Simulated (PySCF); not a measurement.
This PySCF input asks for the NMR shieldings of `C(C(=C)C)F`, C₄H₇F; the geometry comes from GFN2-xTB, dihedral held.

```python
import basis_set_exchange as bse
import numpy as np
from pyscf import gto, dft
from pyscf.prop import nmr

atoms = """
C     0.216272    1.382461   -0.644016
C     0.058150    0.189537   -0.097483
C     1.158391   -0.818655    0.036872
C    -1.261579   -0.279258    0.451205
F    -2.253315    0.657994    0.318050
H    -0.599612    2.079339   -0.722103
H     1.166826    1.703827   -1.032690
H     1.319260   -1.069463    1.084997
H     0.898255   -1.736704   -0.489300
H     2.084184   -0.428579   -0.375740
H    -1.604437   -1.178412   -0.076473
H    -1.180591   -0.501861    1.522879
"""
names = dict.fromkeys(["C", "F", "H"], "pcSseg-1")
basis = {el: gto.basis.parse(bse.get_basis(n, elements=[el], fmt="nwchem")) for el, n in names.items()}
mol = gto.M(atom=atoms, basis=basis, charge=0, verbose=0)
mf = dft.RKS(mol, xc="PBE0")
mf.grids.level = 2
mf.grids.alignment = dft.numint.BLKSIZE   # the property module wants whole blocks of grid points
mf.conv_tol = 1e-9
mf.kernel()

calc = nmr.RKS(mf)   # GIAO
C = mf.mo_coeff
Co = C[:, mf.mo_occ > 0]
resp = mf.gen_response(singlet=True, hermi=2)
def vind(x):   # induced exchange potential for any number of trial vectors
    d = np.einsum("pi,xij,qj->xpq", C, 2 * x.reshape(-1, C.shape[1], Co.shape[1]), Co, optimize=True)
    return np.einsum("xpq,pi,qj->xij", resp(d - d.transpose(0, 2, 1)), C, Co, optimize=True).ravel()
mo1, _ = nmr.rhf.solve_mo1(calc, with_cphf=vind)
sigma = calc.kernel(mo1)
for i, s in enumerate(sigma):   # ppm
    w = np.linalg.eigvalsh((s + s.T) / 2)
    print("%2d %-2s iso %8.1f  s11 %8.1f  s22 %8.1f  s33 %8.1f" % (i, mol.atom_pure_symbol(i), w.mean(), *w))
```

Question: What does it print?

Answer: 
```
 0 C  iso     72.1  s11    -33.5  s22     84.4  s33    165.4
 1 C  iso     38.1  s11    -81.3  s22     44.8  s33    150.9
 2 C  iso    166.3  s11    154.5  s22    155.4  s33    189.0
 3 C  iso     98.4  s11     67.0  s22     79.0  s33    149.1
 4 F  iso    426.1  s11    402.3  s22    415.1  s33    460.8
 5 H  iso     26.2  s11     24.0  s22     24.4  s33     30.2
 6 H  iso     26.3  s11     23.5  s22     25.4  s33     30.1
 7 H  iso     30.1  s11     26.4  s22     28.2  s33     35.8
 8 H  iso     30.1  s11     26.4  s22     28.2  s33     35.8
 9 H  iso     29.7  s11     25.9  s22     28.5  s33     34.8
10 H  iso     26.6  s11     22.4  s22     27.4  s33     30.2
11 H  iso     26.6  s11     22.4  s22     27.4  s33     30.2
```

These numbers come from an equivalent density-fitted implementation of the same equations, which agrees with the script to about 0.01 ppm for H and up to a few tenths of a ppm for heavy atoms, so last digits may differ.

The geometry is no minimum: GFN2-xTB, dihedral held.

Size and cost of the density-fitted run: 120 basis functions, 7.9 s wall time on 1 thread of an x86-64 server CPU, shared host.
